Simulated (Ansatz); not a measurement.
Formaldehyde, CH$_{2}$O, relaxed with RKS PBE0-D4/def2-TZVP in Ansatz 0.2.0 from a GFN2-xTB geometry. The force threshold is 0.005 eV/Å; the program also tests the step.

The species carries charge 0 and has multiplicity 1.

Start:

```xyz
4

C     0.000   -0.002    0.004
O     0.835   -0.821   -0.226
H    -1.071   -0.167   -0.200
H     0.236    0.991    0.422
```

```json
{"step": "1", "energy (eV)": "-3113.5068", "largest force (eV/Å)": "0.242", "largest move (Å)": "0.000"}
{"step": "2 (rejected)", "energy (eV)": "-3112.9414", "largest force (eV/Å)": "4.078", "largest move (Å)": "0.195"}
{"step": "3", "energy (eV)": "-3113.5084", "largest force (eV/Å)": "0.232", "largest move (Å)": "0.005"}
{"step": "4 (rejected)", "energy (eV)": "-3113.3785", "largest force (eV/Å)": "1.850", "largest move (Å)": "0.098"}
{"step": "5", "energy (eV)": "-3113.5106", "largest force (eV/Å)": "0.060", "largest move (Å)": "0.009"}
{"step": "6", "energy (eV)": "-3113.5107", "largest force (eV/Å)": "0.012", "largest move (Å)": "0.001"}
{"step": "7", "energy (eV)": "-3113.5107", "largest force (eV/Å)": "0.000", "largest move (Å)": "0.000"}
```

End:

```xyz
4

C    -0.003    0.003    0.001
O     0.833   -0.820   -0.224
H    -1.078   -0.178   -0.204
H     0.248    0.995    0.427
```

It took 4.1 s on 2 threads of a server CPU on a shared host, with 0.12 GiB of host memory at the peak.
